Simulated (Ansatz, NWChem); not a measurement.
## C2H2F2 (vinylidene fluoride): the vertical ionisation energy from total energies

C2H2F2: 6 atoms, total charge 0, spin state singlet. As SMILES, `C=C(F)F`. The coordinates come from a PBE0-D4/def2-TZVP relaxation.

Both states at this one shape; open shells run unrestricted unless said. 1 Eh = 27.2114 eV.

```tsv
level	program	singlet C2H2F2 (Eh)	doublet [C2H2F2]+ (Eh)
SVWN5/aug-cc-pVDZ	Ansatz	-275.123550	-274.733235
BLYP/aug-cc-pVDZ	Ansatz	-277.054924	-276.679186
PBE0/3-21G	NWChem	-275.276071	-274.895739
PBE0/6-311G(2df,2pd)	NWChem	-276.876978	-276.497907
```

Work out the vertical ionisation energy at each level.


1. SVWN5/aug-cc-pVDZ: -274.733235 − (-275.123550) = 0.390315 Eh = 10.62 eV.
2. BLYP/aug-cc-pVDZ: -276.679186 − (-277.054924) = 0.375738 Eh = 10.22 eV.
3. PBE0/3-21G: -274.895739 − (-275.276071) = 0.380332 Eh = 10.35 eV.
4. PBE0/6-311G(2df,2pd): -276.497907 − (-276.876978) = 0.379071 Eh = 10.32 eV.

No measured value is set beside it here; the levels span 10.22 to 10.62 eV.
